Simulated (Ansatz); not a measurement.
This geometry of CH$_{3}$NO$_{2}$ (7 atoms, charge 0, multiplicity 1) is a first-order saddle point.

These are results of Ansatz, RKS revPBE-D4/def2-SVP, not measurements.

```xyz
7
Properties=species:S:1:pos:R:3
N -0.455 0.611 0.603
C 0.306 -0.271 -0.033
O 1.199 -0.718 0.783
O 0.261 -0.709 -1.300
H -1.246 1.129 0.209
H 0.466 0.154 1.458
H -0.470 -0.265 -1.766
```

(1) Which two structures does it join? (They come from a converged band through this point; their orientation in space is the band's.)

(2) How far does it lie above each of them?

## Answers

(1) Bonds broken: O3–H6. Bonds formed: N1–H6.

Image 0:

```xyz
7
Properties=species:S:1:pos:R:3
N -0.663 0.755 0.530
C 0.153 -0.111 0.047
O 1.132 -0.654 0.801
O 0.238 -0.647 -1.201
H -1.353 1.078 -0.160
H 1.025 -0.237 1.679
H -0.471 -0.253 -1.741
```

Image 8:

```xyz
7
Properties=species:S:1:pos:R:3
N -0.425 0.354 0.666
C 0.513 -0.397 -0.043
O 1.490 -0.921 0.450
O 0.220 -0.548 -1.377
H -0.911 1.119 0.193
H -0.131 0.578 1.618
H -0.694 -0.253 -1.552
```

(2) 1.18 eV above the first and 1.86 eV above the second. This is the barrier of this one path; another mechanism may lie lower. The orbitals stay closed-shell, which can raise the energy where a bond breaks towards radicals; this wasn't checked here.

Run time: 3.1 min on 1 thread of Arm Neoverse V1, on a shared host, peak memory 0.13 GiB.
